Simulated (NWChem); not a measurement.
Basis-set dependence for methane (CH₄)

```
C
H 1 1.0981
H 1 1.0981 2 109.47
H 1 1.0981 2 109.47 3 120.00
H 1 1.0981 2 109.47 4 120.00
```
Charge 0, spin multiplicity 1.

Program: NWChem. The geometry was optimised at PBE0/def2-SVP, a minimum by its harmonic frequencies.

Hartree-Fock energies in Ha, correlation energies in mHa.

The correlated methods keep 1 core orbital frozen. The Pople sets run with spherical d functions. No row is a measurement; the coupled-cluster row has its own basis-set and correlation limits.

| basis | functions | RHF | MP2 | SCS-MP2 | CCSD | CCSD+T(CCSD) | CCSD(T) | CR-CCSD[T] | CR-CCSD(T) | CCSDT | RI-MP2 |
|---|---|---|---|---|---|---|---|---|---|---|---|
| 6-31G* | 22 | -40.19428 | -136.8 | -141.0 | -157.7 | -160.6 | -160.4 | -160.3 | -160.1 | -160.8 | not run |
| cc-pVDZ | 34 | -40.19857 | -161.6 | -167.7 | -185.2 | -189.1 | -189.0 | -188.6 | -188.5 | -189.4 | -161.6 |
| cc-pVTZ | 86 | -40.21280 | -198.5 | -206.8 | -218.8 | -225.3 | -225.1 | -224.5 | -224.3 | not run | -198.4 |

From cc-pVDZ to cc-pVTZ the Hartree-Fock energy moves by -14.2 mHa and the MP2 correlation energy by -36.9 mHa, which is 19 % of its value in the larger set.
